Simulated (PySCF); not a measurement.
ozone (O₃), SMILES O=[O+][O-]. Atoms are numbered in the order given.

```xyz
3

O      0.0000     1.0926     0.2179
O      0.0000     0.0000    -0.4358
O      0.0000    -1.0926     0.2179
```
Charge 0, spin multiplicity 1.

The structure is a stationary point at PBE-D3(BJ)/def2-TZVP. The molecule may have multireference character, which single-reference levels describe poorly.

Calculation: PySCF with PBE-D3(BJ)/def2-TZVP.

Frequencies are harmonic and unscaled.

| mode | ν (cm⁻¹) | IR (km/mol) | moving atoms (share of kinetic energy) |
|---|---|---|---|
| 1 | 714 | 6.3 | O 100 % |
| 2 | 1068 | 195.2 | O 100 % |
| 3 | 1189 | 0.2 | O 100 % |
